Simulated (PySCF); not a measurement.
Assignment exercise: C4H6O

Molfile (atoms numbered from 1):
```
C4H6O
     RDKit          3D

 11 10  0  0  0  0  0  0  0  0999 V2000
    2.6088    0.2376   -0.6225 C   0  0  0  0  0  0  0  0  0  0  0  0
    1.3312    0.2723   -0.3460 C   0  0  0  0  0  0  0  0  0  0  0  0
    0.0483    0.3642   -0.0735 C   0  0  0  0  0  0  0  0  0  0  0  0
   -0.6145   -0.4962    0.7358 O   0  0  0  0  0  0  0  0  0  0  0  0
   -2.0078   -0.4959    0.5887 C   0  0  0  0  0  0  0  0  0  0  0  0
    2.9950   -0.2862   -1.5057 H   0  0  0  0  0  0  0  0  0  0  0  0
    3.3492    0.7271    0.0227 H   0  0  0  0  0  0  0  0  0  0  0  0
   -0.5414    1.1947   -0.4892 H   0  0  0  0  0  0  0  0  0  0  0  0
   -2.4165   -1.1576    1.3634 H   0  0  0  0  0  0  0  0  0  0  0  0
   -2.3185   -0.8753   -0.4016 H   0  0  0  0  0  0  0  0  0  0  0  0
   -2.4339    0.5153    0.7279 H   0  0  0  0  0  0  0  0  0  0  0  0
  1  2  2  0
  2  3  2  0
  3  4  1  0
  4  5  1  0
  1  6  1  0
  1  7  1  0
  3  8  1  0
  5  9  1  0
  5 10  1  0
  5 11  1  0
M  END
```

Calculated, not measured (PySCF 2.14): PBE0-D3(BJ)/def2-SVP geometry, shielding tensors at PBE0/pcSseg-1 (GIAO), B3LYP/pcJ-1 coupling constants (without the spin–dipole term). Single conformer, relativity neglected, rapidly exchanging positions averaged, isolated molecule.

δ = σ(ref) − σ, references computed at the same level: 13C, 1H vs TMS.

**Question.** Assign these signals to the numbered atoms. 13C{1H} NMR (computed): δ 218.8, 127.9, 93.5, 59.2.

**Answer.** 
```tsv
δ (ppm)	atoms	environment	reason
218.8	C2	central carbon of an allene	the central sp carbon of an allene is among the most deshielded carbons of hydrocarbons
127.9	C3	terminal carbon of a cumulated C=C=C unit	–
93.5	C1	terminal carbon of a cumulated C=C=C unit	–
59.2	C5	methyl carbon bonded to O	deshielded by the electronegative neighbour
```

**Question.** Assign these signals to the numbered atoms. 1H NMR (400 MHz, computed): δ 6.28 (t, J = 7.9 Hz, 1H), 5.62 (d, J = 7.9 Hz, 2H), 3.42 (s, 3H).

**Answer.** 
| δ (ppm) | atoms | environment | reason |
| --- | --- | --- | --- |
| 6.28 | H8 | hydrogen on a terminal carbon of a cumulated C=C=C unit | attached to an sp2 carbon and in the plane of the double bond |
| 5.62 | H6/H7 | hydrogen on a terminal carbon of a cumulated C=C=C unit | – |
| 3.42 | H9/H10/H11 | hydrogen on a methyl carbon bonded to O | its carbon carries O, hence the downfield position |

Splittings below 1 Hz are ignored in the labels, and close J values are merged. Shifts are as computed. Against solution values, carbons near 30 ppm lie about +2 ppm off and those near 130 ppm about +4 ppm. Of 246 compounds with measured shifts, 49 miss one by over three times the rms of a fit or turn the order of signals round; such compounds aren't used in these exercises.
